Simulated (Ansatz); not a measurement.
# H2O with H2S: superposition error and deformation

How much of this pair's binding is borrowed basis, and how much do the fragments pay to take the shapes they have in the pair?

The runs use Ansatz 0.2.0, Gaussian basis; PBE0-D4 structures, single points in def2-TZVPPD.

Levels: PBE-D4, revPBE-D4, BLYP-D4, r2SCAN-D4, B97M-V, PBE0-D4, B3LYP-D4, HSE06-D4, wB97X-V, wB97M-V, B2PLYP, Hartree-Fock, MP2, CCSD, CCSD(T).

Correlated methods freeze the cores. B3LYP uses VWN-RPA correlation. B2PLYP carries no dispersion term here.

23 further runs of the same task are left out: 23 set aside as unsound or not needed.

### Step 1. The system as given

The relaxed pair: 6 atoms, charge 0, spin multiplicity 1.

Atoms are counted from 1 here; the program's logs count them from 0.

Bond lengths: O1–H2 0.960 Å, O1–H3 0.960 Å, S4–H5 1.349 Å, S4–H6 1.341 Å. Angles: H2–O1–H3 105.6°, H5–S4–H6 92.7°.

As a file:

```xyz
6
charge 0, multiplicity 1
O    -0.11778    0.16841   -1.38286
H     0.63004    0.57425   -1.82768
H    -0.32759   -0.61583   -1.89547
S     0.34921   -0.38972    2.00819
H     0.12480   -0.14203    0.70134
H    -0.65869    0.40492    2.39658
```

Atoms 1 to 3 are fragment A (H2O), the rest fragment B (H2S). From earlier runs, pair energy (eV) and counterpoise interaction (kcal/mol):

```
   method       E(pair)  interaction
   PBE-D4  -12942.23952        -3.11
revPBE-D4  -12946.79401        -2.42
  BLYP-D4  -12948.78695        -2.49
r2SCAN-D4  -12947.32070        -2.79
   B97M-V  -12945.72376        -2.75
  PBE0-D4  -12943.15437        -2.95
 B3LYP-D4  -12949.97810        -2.64
 HSE06-D4  -12942.84529        -2.95
  wB97X-V  -12946.76423        -2.56
  wB97M-V  -12947.59141        -2.47
   B2PLYP  -12944.35576        -2.16
      MP2  -12931.73330        -2.41
  CCSD(T)  -12932.97610        -2.21
```

First each fragment is run alone in its own basis, frozen in the shape it has in the pair (a, b).

### Step 2. CCSD(T)/def2-TZVPPD

File a/in.yaml:

```yaml
crystal:
  periodic: [false, false, false]
  atoms:
    - {symbol: O, position_ang: [-0.117775, 0.168410, -1.382856]}
    - {symbol: H, position_ang: [0.630043, 0.574253, -1.827681]}
    - {symbol: H, position_ang: [-0.327588, -0.615826, -1.895472]}
basis:
  gaussian: {orbitals: "def2-TZVPPD.json"}
correlation: {method: ccsd_t}
```

File b/in.yaml:

```yaml
crystal:
  periodic: [false, false, false]
  atoms:
    - {symbol: S, position_ang: [0.349209, -0.389724, 2.008191]}
    - {symbol: H, position_ang: [0.124798, -0.142028, 0.701340]}
    - {symbol: H, position_ang: [-0.658686, 0.404915, 2.396578]}
basis:
  gaussian: {orbitals: "def2-TZVPPD.json"}
correlation: {method: ccsd_t}
```

The basis file named in the input lies beside it (Basis Set Exchange, JSON).

The command line of these runs was not kept.

a printed:

```text
Functional definition: HF
  name "HF"
  cite "Fock, Z. Phys. 61, 126 (1930) doi:10.1007/BF01340294"
  parent pbe
  exchange = exact_x
  correlation = 0
427 factors; integrals over basis functions are off by at most 1.2e-3 eV
mean field evaluation 1: about -2068.0064 eV, gradient 3.3e1 eV
mean field evaluation 2: about -2068.0065 eV, gradient 3.3e1 eV
mean field evaluation 4: about -2069.7913 eV, gradient 1.4e0 eV
mean field evaluation 8: about -2069.7990 eV, gradient 4.2e-5 eV
mean field evaluation 16: about -2069.7985 eV, gradient 3.2e-1 eV
mean field -2069.79901270 eV, -76.0637107564 hartree, gradient 1.2e-6 eV, S^2 0.000000; 0 other end points of the search recorded, 0 dependent functions left out
1 core orbitals not correlated: weight in the atoms' cores, before any rotation towards them, 1.000 or more for the frozen orbitals, at most 0.000 for the correlated occupied ones
reference -2069.79901270 eV, -76.0637107564 hartree; 4, 4 occupied and 69, 69 virtual orbitals, 427 factors
second order -7.16986203 eV of doubles, -0.00000000 eV of singles
cycle   1  -7.15170047 eV  change    1.8e-2 eV  update   4.7e-2
cycle   2  -7.28570592 eV  change   -1.3e-1 eV  update   1.3e-2
cycle   3  -7.31984801 eV  change   -3.4e-2 eV  update   6.2e-3
cycle   4  -7.31607976 eV  change    3.8e-3 eV  update   1.2e-3
cycle   5  -7.31596769 eV  change    1.1e-4 eV  update   4.7e-4
cycle   6  -7.31604933 eV  change   -8.2e-5 eV  update   1.2e-4
cycle   7  -7.31599469 eV  change    5.5e-5 eV  update   4.0e-5
cycle   8  -7.31598862 eV  change    6.1e-6 eV  update   1.1e-5
cycle   9  -7.31598698 eV  change    1.6e-6 eV  update   2.9e-6
perturbative correction -0.21986632 eV, -0.0080799383 hartree
Total energy: -2077.33486600 eV, -76.3406482573 hartree
```

b printed (excerpt; [...] marks lines left out):

```text
[... 4 set-up lines as earlier in the session ...]
[...]
471 factors; integrals over basis functions are off by at most 1.0e-3 eV
[...]
mean field -10849.40806176 eV, -398.7083922768 hartree, gradient 4.4e-6 eV, S^2 0.000000; 0 other end points of the search recorded, 0 dependent functions left out
5 core orbitals not correlated: weight in the atoms' cores, before any rotation towards them, 1.000 or more for the frozen orbitals, at most 0.000 for the correlated occupied ones
reference -10849.40806176 eV, -398.7083922768 hartree; 4, 4 occupied and 76, 76 virtual orbitals, 471 factors
second order -5.23513657 eV of doubles, -0.00000000 eV of singles
cycle   1  -5.71346251 eV  change   -4.8e-1 eV  update   5.0e-2
[...]
cycle   8  -5.89336812 eV  change    3.9e-6 eV  update   7.5e-6
perturbative correction -0.22687305 eV, -0.0083374308 hartree
Total energy: -10855.52830293 eV, -398.9333069912 hartree
```

They took 0.6 s (a), 0.91 s (b) on 2 threads, shared host; peak memory 0.21 GiB.

### Step 3. Relaxing H2O alone

File relax-a/in.yaml:

```yaml
crystal:
  periodic: [false, false, false]
  atoms:
    - {symbol: O, position_ang: [-0.117775, 0.168410, -1.382856]}
    - {symbol: H, position_ang: [0.630043, 0.574253, -1.827681]}
    - {symbol: H, position_ang: [-0.327588, -0.615826, -1.895472]}
basis:
  gaussian: {orbitals: def2-TZVP}
hamiltonian: {xc: pbe0, dispersion: d4}
relax: {f_tol: 0.005, max_steps: 200}
```

Log (excerpt; [...] marks lines left out):

```text
Functional definition: PBE0
  name "PBE0"
  cite "Adamo & Barone, J. Chem. Phys. 110, 6158 (1999) doi:10.1063/1.478522"
  cite "Perdew, Burke & Ernzerhof, Phys. Rev. Lett. 77, 3865 (1996) doi:10.1103/PhysRevLett.77.3865"
[... 1 set-up line as earlier in the session ...]
[...]
239 factors; their error is unknown
[...]
mean field -2078.33288782 eV, -76.3773248827 hartree, gradient 1.2e-5 eV, S^2 0.000000; 0 other end points of the search recorded, 0 dependent functions left out
[...]
reference -2078.33290181 eV, -76.3773253970 hartree; 5, 5 occupied and 38, 38 virtual orbitals, 239 factors
relax step   1: F+E_penalty+E_count = -2078.33714236 eV  Δ(F+E_penalty+E_count) = +0.000e0 eV  max|allowed force component| = 4.696e-2 eV/Å  Δτ_max = 0.0000 Å  (22 SCF iters, accepted)
[...]
relax step   3: F+E_penalty+E_count = -2078.33733199 eV  Δ(F+E_penalty+E_count) = -4.760e-5 eV  max|allowed force component| = 6.051e-3 eV/Å  Δτ_max = 0.0014 Å  (27 SCF iters, accepted)
[...]
relax step   4: F+E_penalty+E_count = -2078.33733263 eV  Δ(F+E_penalty+E_count) = -6.456e-7 eV  max|allowed force component| = 1.554e-5 eV/Å  Δτ_max = 0.0001 Å  (27 SCF iters, accepted)
239 factors; their error is unknown
mean field -2078.33307681 eV, -76.3773318280 hartree, gradient 1.2e-5 eV, S^2 0.000000; 1 other end points of the search recorded, 0 dependent functions left out
[...]
reference -2078.33309082 eV, -76.3773323427 hartree; 5, 5 occupied and 38, 38 virtual orbitals, 239 factors
Total energy: -2078.33734664 eV, -76.3774887413 hartree
Atom 0 at    -0.118701     0.169058    -1.381212 Å, force    -0.000009     0.000005     0.000016 eV/Å
Atom 1 at     0.628655     0.571629    -1.828635 Å, force     0.000011     0.000005    -0.000008 eV/Å
Atom 2 at    -0.325275    -0.613850    -1.896162 Å, force    -0.000002    -0.000010    -0.000008 eV/Å
Dipole moment:     0.199401    -0.140241    -0.354854 e Å
```

It took 0.91 s on 2 threads, shared host.

The steps of the relaxation:

```
step  energy from step 1 (eV)  largest force component (eV/Å)
   1                   0.0000                          0.0470
   2                  -0.0001                          0.0240
   3                  -0.0002                          0.0061
   4                  -0.0002                          0.0000
```

Distances of close pairs at the start and the end, largest changes first:

```
 bond  before (Å)  after (Å)  change (Å)
O1–H3       0.960      0.960      -0.001
O1–H2       0.960      0.960      -0.001
```

### Step 4. Relaxing H2S alone

File relax-b/in.yaml:

```yaml
crystal:
  periodic: [false, false, false]
  atoms:
    - {symbol: S, position_ang: [0.349209, -0.389724, 2.008191]}
    - {symbol: H, position_ang: [0.124798, -0.142028, 0.701340]}
    - {symbol: H, position_ang: [-0.658686, 0.404915, 2.396578]}
basis:
  gaussian: {orbitals: def2-TZVP}
hamiltonian: {xc: pbe0, dispersion: d4}
relax: {f_tol: 0.005, max_steps: 200}
```

Log (excerpt; [...] marks lines left out):

```text
[... 5 set-up lines as earlier in the session ...]
[...]
359 factors; their error is unknown
[...]
mean field -10864.44958865 eV, -399.2611581945 hartree, gradient 2.8e-5 eV, S^2 0.000000; 0 other end points of the search recorded, 0 dependent functions left out
[...]
reference -10864.44960517 eV, -399.2611588017 hartree; 9, 9 occupied and 40, 40 virtual orbitals, 359 factors
relax step   1: F+E_penalty+E_count = -10864.46176930 eV  Δ(F+E_penalty+E_count) = +0.000e0 eV  max|allowed force component| = 2.014e-1 eV/Å  Δτ_max = 0.0000 Å  (22 SCF iters, accepted)
[...]
relax step   2: F+E_penalty+E_count = -10864.46253267 eV  Δ(F+E_penalty+E_count) = -7.634e-4 eV  max|allowed force component| = 7.705e-2 eV/Å  Δτ_max = 0.0063 Å  (26 SCF iters, accepted)
[...]
relax step   3: F+E_penalty+E_count = -10864.46264324 eV  Δ(F+E_penalty+E_count) = -1.106e-4 eV  max|allowed force component| = 1.417e-3 eV/Å  Δτ_max = 0.0016 Å  (20 SCF iters, accepted)
359 factors; their error is unknown
[...]
mean field -10864.45046365 eV, -399.2611903501 hartree, gradient 1.4e-5 eV, S^2 0.000000; 1 other end points of the search recorded, 0 dependent functions left out
[...]
reference -10864.45048017 eV, -399.2611909570 hartree; 9, 9 occupied and 40, 40 virtual orbitals, 359 factors
Total energy: -10864.46265975 eV, -399.2616385487 hartree
Atom 0 at     0.350646    -0.390771     2.005949 Å, force    -0.001417     0.001118     0.000533 eV/Å
Atom 1 at     0.122755    -0.140714     0.707966 Å, force     0.000146    -0.000103    -0.000304 eV/Å
Atom 2 at    -0.658081     0.404648     2.392194 Å, force     0.001271    -0.001015    -0.000230 eV/Å
Dipole moment:    -0.161050     0.136157    -0.118747 e Å
```

Wall time 1 s (2 threads, shared host).

Step by step:

```
step  energy from step 1 (eV)  largest force component (eV/Å)
   1                   0.0000                          0.2014
   2                  -0.0008                          0.0770
   3                  -0.0009                          0.0014
```

Close pairs (by a distance rule), those that changed most:

```
 bond  before (Å)  after (Å)  change (Å)
S1–H2       1.349      1.341      -0.008
S1–H3       1.341      1.341      +0.000
```

### Step 5. CCSD(T)/def2-TZVPPD

File free-a/in.yaml:

```yaml
crystal:
  periodic: [false, false, false]
  atoms:
    - {symbol: O, position_ang: [-0.118701, 0.169058, -1.381212]}
    - {symbol: H, position_ang: [0.628655, 0.571629, -1.828635]}
    - {symbol: H, position_ang: [-0.325275, -0.613850, -1.896162]}
basis:
  gaussian: {orbitals: "def2-TZVPPD.json"}
correlation: {method: ccsd_t}
```

File free-b/in.yaml:

```yaml
crystal:
  periodic: [false, false, false]
  atoms:
    - {symbol: S, position_ang: [0.350646, -0.390771, 2.005949]}
    - {symbol: H, position_ang: [0.122755, -0.140714, 0.707966]}
    - {symbol: H, position_ang: [-0.658081, 0.404648, 2.392194]}
basis:
  gaussian: {orbitals: "def2-TZVPPD.json"}
correlation: {method: ccsd_t}
```

free-a printed (excerpt; [...] marks lines left out):

```text
[... 4 set-up lines as earlier in the session ...]
[...]
427 factors; integrals over basis functions are off by at most 1.1e-3 eV
[...]
mean field -2069.79992848 eV, -76.0637444108 hartree, gradient 1.2e-6 eV, S^2 0.000000; 0 other end points of the search recorded, 0 dependent functions left out
1 core orbitals not correlated: weight in the atoms' cores, before any rotation towards them, 1.000 or more for the frozen orbitals, at most 0.000 for the correlated occupied ones
reference -2069.79992848 eV, -76.0637444108 hartree; 4, 4 occupied and 69, 69 virtual orbitals, 427 factors
second order -7.16979316 eV of doubles, -0.00000000 eV of singles
cycle   1  -7.15171869 eV  change    1.8e-2 eV  update   4.7e-2
[...]
cycle   9  -7.31592178 eV  change    1.6e-6 eV  update   2.9e-6
perturbative correction -0.21983026 eV, -0.0080786129 hartree
Total energy: -2077.33568052 eV, -76.3406781903 hartree
```

Log of free-b (excerpt; [...] marks lines left out):

```text
[... 4 set-up lines as earlier in the session ...]
[...]
470 factors; integrals over basis functions are off by at most 1.1e-3 eV
[...]
mean field -10849.41074674 eV, -398.7084909478 hartree, gradient 4.3e-6 eV, S^2 0.000000; 0 other end points of the search recorded, 0 dependent functions left out
5 core orbitals not correlated: weight in the atoms' cores, before any rotation towards them, 1.000 or more for the frozen orbitals, at most 0.000 for the correlated occupied ones
reference -10849.41074674 eV, -398.7084909478 hartree; 4, 4 occupied and 76, 76 virtual orbitals, 470 factors
second order -5.23514393 eV of doubles, -0.00000000 eV of singles
cycle   1  -5.71317308 eV  change   -4.8e-1 eV  update   4.9e-2
[...]
cycle   8  -5.89248208 eV  change    4.0e-6 eV  update   7.4e-6
perturbative correction -0.22659857 eV, -0.0083273438 hartree
Total energy: -10855.52982739 eV, -398.9333630140 hartree
```

They took 0.6 s (free-a), 0.86 s (free-b) on 2 threads, shared host; peak memory 0.2 GiB.

### Step 6. The split

```
      method  interaction with counterpoise (kcal/mol)  without  superposition error  deformation  binding energy
      PBE-D4                                     -3.11    -3.16                 0.05        -0.02           -3.13
   revPBE-D4                                     -2.42    -2.47                 0.05        -0.02           -2.44
     BLYP-D4                                     -2.49    -2.53                 0.05        -0.03           -2.52
   r2SCAN-D4                                     -2.79    -2.82                 0.04         0.04           -2.75
      B97M-V                                     -2.75    -2.79                 0.04         0.07           -2.69
     PBE0-D4                                     -2.95    -2.99                 0.04         0.03           -2.92
    B3LYP-D4                                     -2.64    -2.69                 0.04         0.02           -2.63
    HSE06-D4                                     -2.95    -2.99                 0.04         0.03           -2.92
     wB97X-V                                     -2.56    -2.61                 0.04         0.03           -2.53
     wB97M-V                                     -2.47    -2.51                 0.04         0.04           -2.43
      B2PLYP                                     -2.16    -2.30                 0.14         0.04           -2.11
Hartree-Fock                                     -0.88    -0.90                 0.03         0.08           -0.79
         MP2                                     -2.41    -2.80                 0.39         0.08           -2.32
        CCSD                                     -1.95    -2.30                 0.35         0.06           -1.89
     CCSD(T)                                     -2.21    -2.60                 0.40         0.05           -2.15
```

### Step 7. Summary of results

```
            quantity           value
interaction, CCSD(T)  -2.21 kcal/mol
 superposition error   0.40 kcal/mol
         deformation   0.05 kcal/mol
      binding energy  -2.15 kcal/mol
```

In this basis the superposition error is 0.40 kcal/mol for CCSD(T) and 0.04 kcal/mol on average for the plain functionals: correlated methods borrow far more, since they need many more functions to converge. Deformation takes back 2 % of the interaction. The free shapes are PBE0-D4 minima, so other methods can show a small negative deformation energy.
